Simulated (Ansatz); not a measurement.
Geometry optimisation, UKS r2SCAN/STO-3G (Ansatz 0.2.0).

Input file:

```yaml
crystal:
  periodic: [false, false, false]
  atoms:
    - { symbol: Al, position_ang: [-1.00893, 1.12366, -1.19088] }
    - { symbol: "N", position_ang: [-0.0849, 0.09034, -0.08253] }
    - { symbol: Si, position_ang: [0.81031, -0.90345, 0.96224] }
    - { symbol: H, position_ang: [-2.47021, 0.82336, -1.61618] }
    - { symbol: H, position_ang: [-0.43431, 2.41546, -1.82859] }
    - { symbol: H, position_ang: [1.55421, -1.88358, 0.15299] }
    - { symbol: H, position_ang: [-0.11342, -1.59896, 1.87326] }
    - { symbol: H, position_ang: [1.74726, -0.06683, 1.72968] }
magnetization:
  spin_polarized: true
  initial_magnetization: 1
basis:
  gaussian: { orbitals: STO-3G }
hamiltonian:
  xc: r2scan
relax:
  f_tol: 0.02
  max_steps: 40
```

Launched with:

```bash
$ ansatz run input.yaml --threads 1 --pin off --max-ram 2048MiB --backend cpu --events-out ev --progress --plain --runs-dir out
```

Q: Where does it end, and by what steps?

A: The forces met the threshold. Limits of this set-up: minimal basis. After 3 steps the energy has fallen by 0.259 eV; H4 moved furthest, 0.14 Å.

```json
{"step": "0", "energy less start (eV)": "0.0000", "largest force component (eV/Å)": "1.912", "accepted": "yes"}
{"step": "1", "energy less start (eV)": "-0.2410", "largest force component (eV/Å)": "0.591", "accepted": "yes"}
{"step": "2", "energy less start (eV)": "-0.2569", "largest force component (eV/Å)": "0.219", "accepted": "yes"}
{"step": "3", "energy less start (eV)": "-0.2588", "largest force component (eV/Å)": "0.017", "accepted": "yes"}
```

```xyz
8
Properties=species:S:1:pos:R:3
Al -1.032 1.148 -1.212
N -0.138 0.150 -0.139
Si 0.786 -0.876 0.910
H -2.437 0.725 -1.522
H -0.338 2.368 -1.740
H 1.559 -1.884 0.204
H -0.115 -1.562 1.818
H 1.713 -0.069 1.682
```

Whether the end is a true minimum wasn't checked by a vibrational analysis.

Run time: 18 s on 1 thread of Arm Neoverse V2, with other jobs on the host, peak memory 0.17 GiB.
